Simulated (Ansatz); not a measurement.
The input, for Ansatz 0.2.0:

```yaml
crystal:
  periodic: [false, false, false]
  atoms:
    - {symbol: B, position_ang: [0.000000, -0.033977, 0.000000]}
    - {symbol: H, position_ang: [0.000000, 0.182216, -1.189634]}
    - {symbol: H, position_ang: [0.000000, 0.182216, 1.189634]}
basis:
  gaussian: {orbitals: STO-3G}
total_charge: -1
magnetization: {spin_polarized: true, initial_magnetization: 2}
correlation: {method: ccsdtq, electrons: all}
```

```sh
$ ansatz run in.yaml --threads 1 --pin off --events-out ev --progress --plain --max-ram 2393MiB
```

Output:

```
92 factors; integrals over basis functions are off by at most 1.9e-8 eV
mean field evaluation 1: about -683.2599 eV, gradient 9.2e0 eV
mean field evaluation 2: about -683.2736 eV, gradient 9.1e0 eV
mean field evaluation 4: about -684.5874 eV, gradient 1.6e0 eV
mean field evaluation 8: about -684.6630 eV, gradient 1.2e-2 eV
mean field evaluation 16: about -684.6495 eV, gradient 7.1e-1 eV
mean field -684.66299522 eV, -25.1609009932 hartree, gradient 2.6e-6 eV, S^2 2.041739; 0 other end points of the search recorded, 0 dependent functions left out
reference -684.66299522 eV, -25.1609009932 hartree; 5, 3 occupied and 2, 4 virtual orbitals, 92 factors
second order -0.59834622 eV of doubles, -0.00000000 eV of singles
cycle   1  -0.81797459 eV  change   -2.2e-1 eV  update   4.1e-2
cycle   2  -0.98496902 eV  change   -1.7e-1 eV  update   2.1e-2
cycle   3  -1.00790780 eV  change   -2.3e-2 eV  update   7.7e-3
cycle   4  -1.01205798 eV  change   -4.2e-3 eV  update   1.5e-3
cycle   5  -1.01147386 eV  change    5.8e-4 eV  update   6.5e-4
cycle   6  -1.01208722 eV  change   -6.1e-4 eV  update   1.9e-4
cycle   7  -1.01200350 eV  change    8.4e-5 eV  update   5.1e-5
cycle   8  -1.01196928 eV  change    3.4e-5 eV  update   1.3e-5
cycle   9  -1.01199175 eV  change   -2.2e-5 eV  update   3.1e-6
cycle  10  -1.01198560 eV  change    6.1e-6 eV  update   9.8e-7
cycle  11  -1.01198553 eV  change    7.8e-8 eV  update   2.4e-7
Total energy: -685.67498075 eV, -25.1980907753 hartree
```

Ran on 1 thread of Arm Neoverse V1, shared host: 7 s wall, 0.11 GiB peak host memory.
